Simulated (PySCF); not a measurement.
Compound: C₂H₇PS.
Atom-mapped SMILES: `[CH3:1][PH:2]([CH3:3])=[S:4]` (hydrogens: H5, H6, H7 on C1; H8 on P2; H9, H10, H11 on C3)

Computed with PySCF at CAM-B3LYP/def2-SVPD, non-relativistic, on one gas-phase PBE0-D3(BJ)/def2-SVP geometry that isn't relaxed in the solvent. The solvent is an IEF-PCM continuum (cavity from Bondi-type radii × 1.2). The model holds no explicit solvent molecules, cavitation or dispersion.

Gas phase at CAM-B3LYP/def2-SVPD: HOMO -7.77 eV, LUMO 0.93 eV, dipole 4.84 D.

What does the continuum do to the energy, the frontier levels and the dipole at CAM-B3LYP/def2-SVPD in chloroform and acetonitrile?

```csv
solvent,ε,E(solvent) − E(gas) (kcal/mol),polarisation term (kcal/mol),distortion of the solute (kcal/mol),HOMO (eV),LUMO (eV),dipole (D)
chloroform,4.711,-6.74,-8.24,1.50,-8.02,1.23,6.35
acetonitrile,35.69,-9.41,-12.42,3.01,-8.15,1.29,6.99
```

Polarisation term: ½ Σ q·V over the induced surface charges. Distortion: the rise of the solute's own energy as its density leaves the gas-phase optimum. The atom shares or the degeneracy of the LUMO differ from the gas phase in acetonitrile, so that column needn't follow one orbital. From chloroform to acetonitrile the lowering changes by a factor 1.40, Onsager's factor (ε − 1)/(2ε + 1) by 1.35 and ε itself by 7.6.

Which radius a makes the point-dipole formula ΔE = −[(ε − 1)/(2ε + 1)]·μ²/a³ give the value in acetonitrile, with the gas-phase dipole?

μ = 1.904 au and |ΔE| = 0.01500 Eh give a = 2.58 Å; the farthest nucleus lies 2.53 Å from the centroid of the nuclei. The formula assumes a rigid point dipole at the centre of a sphere.

How does the static polarisability (CAM-B3LYP/def2-SVPD, frozen core, with the continuum's full static response) change?

```csv
medium,isotropic (au),principal values (au),⟨r²⟩ of the electrons (bohr²)
gas,73.6,"62.6, 71.5, 86.7",552.7
chloroform,93.9,"81.4, 90.3, 109.8",553.0
acetonitrile,104.2,"92.5, 100.0, 120.0",553.1
```

The isotropic value in acetonitrile is 1.42 times the gas-phase one; no cavity-field correction is applied. ⟨r²⟩ is taken about the centre of nuclear charge.

Hardware: one thread of an Arm Neoverse V1, on a shared host. Cost: 14 s wall, 0.73 GiB resident at most. This is the whole response run at CAM-B3LYP/def2-SVPD in acetonitrile, SCF included.
